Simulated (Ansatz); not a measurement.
Results of PBE-D4 (Ansatz, a program for electronic structure, plane waves, PAW) for fcc Ir.

The input as run:

Ansatz 0.2 input:
```yaml
crystal:
  lattice:
    - [0.0, 1.9189090571, 1.9189090571]
    - [1.9189090571, 0.0, 1.9189090571]
    - [1.9189090571, 1.9189090571, 0.0]
  atoms:
    - { symbol: Ir, position: [0.0, 0.0, 0.0] }
basis:
  ecutwfc: 520
  ecutrho_ratio: 4
  xc_grid: 2
kpoints:
  mp_grid: { grid: [24, 24, 24] }
hamiltonian:
  xc: pbe
  dispersion: d4
  pseudopotentials: { kind: paw }
scf:
  occupations: { method: fermi_dirac, width: 0.05 }
  convergence: { dr2_threshold: 0.0000000001 }
output:
  forces: false
  stress: true
  eigenvalues: true
```

The run printed, among other lines:

```
Crystal: 1 atoms, lattice volume = 14.132 Å³
Basis set: ecut = 520 eV, 339 PW (Γ), exchange–correlation on 48×48×48 points (8 copies of the dense FFT grid, shifted against one another)
Bands: 13, of which v1, the nominal top of the filled ones, is band 9 counted from 1 (8 counted from 0)
Symmetry: 48 space group operations
Space group: Fm-3m (ITA 225), of the structure as read, at distance tolerance 2.4e-5 Å
k-points: 413 of 13824
Functional: x = pbe(κ = 0.804, μ = 0.2195149727645171), c = pbe(β = 0.06672455060314922)
SCF iter   1: F=—  HF=-11936.228594 eV  |F-HF|=—  |Δ(HF+E_count)|=         —  Δρ=4.24e-3  dr2=3.55e-4
SCF iter   2: F=—  HF=-11936.229149 eV  |F-HF|=—  |Δ(HF+E_count)|=   5.55e-4  Δρ=2.13e-3  dr2=8.34e-5
  ...
SCF iter   6: F=—  HF=-11936.229412 eV  |F-HF|=—  |Δ(HF+E_count)|=   2.93e-9  Δρ=1.14e-6  dr2=1.05e-10
SCF iter   7: F=-11936.229412 eV  HF=-11936.229412 eV  |F-HF|=1.82e-12  |Δ(HF+E_count)|=  2.55e-11  Δρ=9.45e-8  dr2=1.13e-12
SCF 1 converged in 7 iterations: F = -11936.229412 eV  dr2 = 1.13e-12
SCF converged after 7 iterations
Free energy (F): -11936.229412 eV
Internal energy: -11936.221825 eV  (E = F + TS)
E sigma→0 (E₀):  -11936.225619 eV
Fermi energy:    25.866390 eV
--- Stress (GPa, compression-positive) ---
       -0.001080      -0.000000      -0.000000
       -0.000000      -0.001080      -0.000000
        0.000000       0.000000      -0.001080
  P = ⅓ Tr σ = -0.0011 GPa (-0.011 kbar)
```
